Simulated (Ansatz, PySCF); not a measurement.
Molecule: cyclopropene, C3H4, net charge 0, singlet state. 
Geometry from a B3LYP-D3(BJ)/def2-TZVP (Ansatz, a program for electronic structure) optimisation:
```
C
H 1 1.0889
H 1 1.0889 2 113.66
C 1 1.5050 2 119.64 3 150.54
C 4 1.2868 1 64.69 2 105.61
H 5 1.0750 4 149.73 1 180.00
H 4 1.0750 5 149.73 6 0.00
```
Charge 0, spin multiplicity 1.

Dipole moments at this geometry, in debye (magnitudes).

| level | program | dipole (D) |
|---|---|---|
| HF/def2-TZVPD | PySCF | 0.49 |
| r2SCAN/def2-TZVPD | Ansatz | 0.50 |
| B3LYP/def2-TZVPD | PySCF | 0.48 |
| r2SCANh/def2-TZVPD | Ansatz | 0.50 |
| r2SCAN0/def2-TZVPD | Ansatz | 0.50 |
| M06-2X/def2-TZVPD | PySCF | 0.49 |
| CAM-B3LYP/def2-TZVPD | Ansatz | 0.49 |
| LC-wPBE/def2-TZVPD | Ansatz | 0.50 |
| CCSD(T)/aug-cc-pVDZ | Ansatz | 0.47 |

Measured: 0.45 D (NIST CCCBDB, as tabulated in the package chemicals), a vibrational average. This is an older compilation, not checked against later work.
